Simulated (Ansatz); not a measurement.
**[Cl···H···N], quartet: reading a ladder of total energies**

Geometry: a point of a hydrogen-transfer path between rigid fragments, not a stationary point.

| atom | x (Å) | y (Å) | z (Å) |
| --- | --- | --- | --- |
| Cl | 0.0000 | 0.0000 | -1.3493 |
| H | 0.0000 | 0.0000 | 0.0647 |
| N | 0.0000 | 0.0000 | 1.2847 |

Basis 6-31G; Ansatz 0.2.0. Only valence electrons are correlated (noble-gas cores frozen), which leaves 13 electrons in 18 orbitals. Prefix R: restricted or restricted open-shell reference; prefix U: unrestricted.

Full CI is exact within this basis and frozen core; it isn't the basis-set limit. The frozen core follows each run's orbitals, which can shift R against U totals by a few meV.

Runs differ by some tens of microhartree through their thresholds and, for an open shell, their frozen cores, so steps under 0.1 kcal/mol mean nothing.

```
    level  total energy (hartree)
      UHF             -514.373853
     UMP2             -514.458098
    UCCSD             -514.477276
 UCCSD(T)             -514.478740
   UCCSDT             -514.479126
UCCSDT(Q)             -514.479218
  UCCSDTQ             -514.479221
  full CI             -514.479153
```

Task: What is the correlation energy at full CI, and what share of it do UMP2 and UCCSD recover?

Result: E(corr) = -514.479153 − (-514.373853) = -0.105300 hartree = -2.865 eV. UMP2: -0.084245 / -0.105300 = 80.00 %. UCCSD: -0.103423 / -0.105300 = 98.22 %.

Task: By how many kcal/mol does UCCSD(T) miss full CI (1 hartree = 627.509 kcal/mol), and which steps make up the rest?

Result: -514.478740 − (-514.479153) = 0.000413 hartree = 0.26 kcal/mol. Steps: UCCSDT − UCCSD(T) = -0.24, UCCSDT(Q) − UCCSDT = -0.06, UCCSDTQ − UCCSDT(Q) = 0.00, full CI − UCCSDTQ = 0.04 kcal/mol. That is within 1 kcal/mol of the reference in this basis, which itself misses far more of the correlation at the basis-set limit.
